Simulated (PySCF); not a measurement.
Electric field gradients and quadrupole coupling constants

Compound: C5H11S (charge +1).
Atom-mapped SMILES: `[CH3:1][S+:2]1[CH2:3][CH2:4][CH2:5][CH2:6]1` (hydrogens: H7, H8, H9 on C1; H10, H11 on C3; H12, H13 on C4; H14, H15 on C5; H16, H17 on C6)

Cartesian coordinates in Å at the PBE0-D3(BJ)/def2-SVP level; atoms count from 1:
```
atom  x, y, z in Å
C1     2.1882    0.2928    0.1155
S2     0.8209    0.1945   -1.0480
C3    -0.4295    1.3340   -0.3175
C4    -1.6042    0.4528    0.0989
C5    -1.0355   -0.8834    0.5574
C6    -0.0636   -1.3233   -0.5254
H7     2.6367    1.2897    0.0035
H8     2.9238   -0.4669   -0.1827
H9     1.8428    0.1298    1.1450
H10   -0.6703    2.0872   -1.0798
H11    0.0629    1.8302    0.5316
H12   -2.1845    0.9569    0.8856
H13   -2.2827    0.3048   -0.7559
H14   -0.5177   -0.7821    1.5252
H15   -1.8180   -1.6447    0.6927
H16    0.6872   -2.0704   -0.2305
H17   -0.5707   -1.6779   -1.4354
```

Field gradients from the PBE0/pcSseg-1 density (PySCF, non-relativistic), principal values in atomic units, ordered |Vxx| ≤ |Vyy| ≤ |Vzz|:

```csv
atom,Vxx,Vyy,Vzz
S2,0.9512,1.0347,-1.9859
```

Question: Find the asymmetry η = (Vxx − Vyy)/Vzz and the couplings χ = eQV/h (234.96 MHz × Q in barn × V in au), with Q(33S) = −0.0678 b.

Answer: 
```csv
atom,environment,nucleus,η,χzz (MHz),χxx (MHz),χyy (MHz)
S2,sulfonium sulfur,33S,0.04,31.64,-15.15,-16.48
```

The gradient is axial or nearly so (η below 0.05) at S2. The tensor is traceless: Vxx + Vyy + Vzz = 0.

Question: What is Vzz at S2 in SI units (1 au = 9.71736 × 10²¹ V/m²)?

Answer: -1.9859 au = -19.298 × 10²¹ V/m².

Question: What couplings would deuterons (Q(2H) = 0.00286 b) have in place of the hydrogens, at this geometry?

Answer: 
```tsv
atom	bonded to	bond length (Å)	Vzz (au)	η	χzz (kHz)
H7	C1	1.099	0.2815	0.07	189
H8	C1	1.099	0.2820	0.07	190
H9	C1	1.098	0.2844	0.06	191
H10	C3	1.098	0.2807	0.06	189
H11	C3	1.100	0.2786	0.07	187
H12	C4	1.100	0.2835	0.03	190
H13	C4	1.101	0.2778	0.02	187
H14	C5	1.102	0.2796	0.02	188
H15	C5	1.100	0.2830	0.02	190
H16	C6	1.099	0.2813	0.07	189
H17	C6	1.100	0.2758	0.06	185
```

Geometry: PBE0-D3(BJ)/def2-SVP, one conformer, isolated ion. A larger basis could move these couplings by a tenth or more.

These values come from a run that also computed NMR shieldings. Time: 17 s wall. Hardware: an Arm Neoverse V1 with one thread (shared host).
